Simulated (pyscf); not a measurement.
Single points on ωB97X-D3(BJ)/def2-SVP structures (PySCF, gas phase).

Problem. PBE/def2-TZVP puts the barrier of `[OH][GeH2][GeH3]` + `[H][H]` -> `[GeH3][GeH3]` + `[OH2]` (four-centre exchange; singlet surface; Ge–O, H–H broken, Ge–H, H–O formed) at 38.4 kcal/mol and the reaction energy at -0.9 kcal/mol, from the separated reactants. What do r²SCAN/def2-TZVP, B3LYP-D3(BJ)/def2-TZVP, ωB97M-D3(BJ)/def2-TZVP give on the same structures?

Solution. r²SCAN: ΔE‡ = 42.0 kcal/mol, ΔE = +0.5 kcal/mol; B3LYP-D3(BJ): ΔE‡ = 43.9 kcal/mol, ΔE = +0.2 kcal/mol; ωB97M-D3(BJ): ΔE‡ = 44.2 kcal/mol, ΔE = -0.9 kcal/mol. PBE's barrier lies under all of them, by 3.6 to 5.8 kcal/mol. Its reaction energy matches one of them and lies within 1.4 kcal/mol of the others. Low barriers are usual for a GGA, whose delocalisation error favours stretched bonds. At the saddle there is also a short Ge–H contact that neither side keeps. This is the saddle that the search found; another between the same sides may lie lower. Elements up to Kr have no core potential and no relativistic terms here.
